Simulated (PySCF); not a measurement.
Molecule: `FC=C1CCC1`, C5H7F.

Atoms are numbered as in `[F:1][CH:2]=[C:3]1[CH2:4][CH2:5][CH2:6]1`. Each H is labelled by its parent atom.

Geometry PBE0-D3(BJ)/def2-SVP throughout; GIAO in PySCF, gas phase, one conformer, non-relativistic; equivalent atoms averaged; functional PBE0.

Problem. How do the shifts δ (against CFCl3, TMS at the same level) depend on the basis set? (a selection of nuclei; ppm; last column core-seconds on shared hosts with different chips, so compare them loosely)

Solution. 
```tsv
basis set	functions	F1	C2	C3	C6	C5	H(C2)	H(C4)	H(C6)	H(C5)	core-s
STO-3G	37	-24.3	117.6	102.3	32.9	29.2	5.38	1.94	1.85	1.48	2.7
6-31G	68	-139.7	139.5	120.7	27.4	20.7	6.66	2.88	2.71	2.07	5.4
pcSseg-0	68	-125.3	159.0	129.1	28.3	19.9	6.62	2.85	2.65	2.09	4.7
6-31G*	98	-123.5	138.0	115.2	25.9	19.7	6.36	2.66	2.56	1.92	7.9
def2-SVP	119	-109.5	141.1	119.3	23.9	17.4	6.19	2.50	2.33	1.67	9.6
cc-pVDZ	119	-119.4	141.6	122.0	27.1	20.6	6.32	2.65	2.54	1.79	9.7
pcSseg-1	137	-132.3	150.8	126.0	27.0	19.1	6.60	2.76	2.65	1.92	8.4
aug-cc-pVDZ	201	-135.9	141.0	122.5	26.7	19.6	6.63	2.83	2.74	1.99	21
6-311+G(2d,p)	204	-144.9	147.8	126.8	26.8	19.2	6.54	2.77	2.66	1.92	23
def2-TZVP	228	-138.7	149.2	127.1	27.5	19.7	6.55	2.78	2.69	1.94	29
cc-pVTZ	278	-133.9	148.6	125.8	27.4	19.9	6.48	2.77	2.69	1.94	35
IGLO-III	280	-143.4	152.5	130.8	27.8	20.0	6.57	2.81	2.70	1.95	33
pcSseg-2	314	-140.9	153.7	131.5	28.0	20.2	6.58	2.79	2.70	1.95	46
```

Problem. Which nucleus among those listed moves most, in ppm?

Solution. F1 (vinylic fluorine): from -144.9 ppm with 6-311+G(2d,p) to -24.3 ppm with STO-3G. The smallest spread is 0.61 ppm, at H(C5). Proton shifts span only some 12 ppm, so a few tenths of a ppm matter as much there as several ppm in carbon.

Problem. Taking the largest basis, pcSseg-2 (314 functions), as the yardstick, rank the others by their worst heavy-atom deviation.

Solution. IGLO-III 2.4 ppm (280 functions), def2-TZVP 4.5 ppm (228 functions), 6-311+G(2d,p) 5.9 ppm (204 functions), cc-pVTZ 7.0 ppm (278 functions), pcSseg-1 8.7 ppm (137 functions), aug-cc-pVDZ 12.6 ppm (201 functions), 6-31G 14.2 ppm (68 functions), pcSseg-0 15.7 ppm (68 functions), 6-31G* 17.5 ppm (98 functions), cc-pVDZ 21.5 ppm (119 functions), def2-SVP 31.4 ppm (119 functions), STO-3G 116.7 ppm (37 functions).

A small basis that lands close on one nucleus may do so by chance; judge by the trend and by all nuclei.
